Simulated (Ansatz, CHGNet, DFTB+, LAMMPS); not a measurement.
## Ladder of methods for the elastic constant C44 of fcc Cu

Reference value: 81.8 GPa (measured, 0 K, extrapolated to 0 K; zero-point effects included; as tabulated in Malica and Corso (2021), arXiv:2109.00459).

**Question.** What do EAM Cu_mishin1.eam.alloy, EAM smf7, GFN1-xTB, CHGNet 0.3.0, SNAP Cu_Zuo_JPCA2020.snap, LDA, PBE, PBEsol, r²SCAN, HSE06 give, and how far is each from the reference?

**Answer.** 
```tsv
level (code)	value (GPa)	cell (Å³/atom)	difference (%)
EAM Cu_mishin1.eam.alloy (LAMMPS)	76.2	11.81	-6.8
EAM smf7 (LAMMPS)	76.6	11.81	-6.4
GFN1-xTB (DFTB+)	22.1	13.63	-73
CHGNet 0.3.0 (CHGNet)	53.1	11.83	-35
SNAP Cu_Zuo_JPCA2020.snap (LAMMPS)	86.1	12.00	+5.3
LDA (Ansatz)	102	10.89	+25
PBE (Ansatz)	80.6	11.95	-1.5
PBEsol (Ansatz)	95.9	11.31	+17.2
r²SCAN (Ansatz)	93.7	11.44	+14.5
HSE06 (Ansatz)	84.4	11.98	+3.2
```

Leaving aside EAM Cu_mishin1.eam.alloy, EAM smf7, SNAP Cu_Zuo_JPCA2020.snap, which can be fitted to such values or carry a doubt: Nearest, and too close to rank with a margin of 3.3 % (twice that across the reference) picked here for doubts on the reference and the settings, and for temperature and zero-point motion: PBE (-1.5 %), HSE06 (+3.2 %). GFN1-xTB (-73 %) misses by most. Within 20 %: PBE, PBEsol, r²SCAN, HSE06. The least costly first-principles kind among them: DFT without exact exchange (PBE, PBEsol, r²SCAN).

The reference has no zero-point or thermal correction, while the calculations are for a static lattice, so the differences are not the levels' errors alone.  GFN1-xTB: the method was fitted mainly to molecules. HSE06: hybrids on metals are sensitive to the k mesh. Each level is taken at its own relaxed cell. Cutoffs and k meshes differ between the levels. Ansatz's density-functional and Hartree–Fock values are scalar-relativistic unless marked +SOC, with PAW data made under PBE.

Empirical potentials (EAM Cu_mishin1.eam.alloy, EAM smf7) are fitted to chosen data, which need not cover the solid at hand: agreement can be built in, and what lay outside the fit can be far off. Machine-learned potentials (CHGNet 0.3.0, SNAP Cu_Zuo_JPCA2020.snap) are trained on DFT data, which may include these solids.

Differences are worked out from the printed values.

Ansatz is a program for electronic structure.
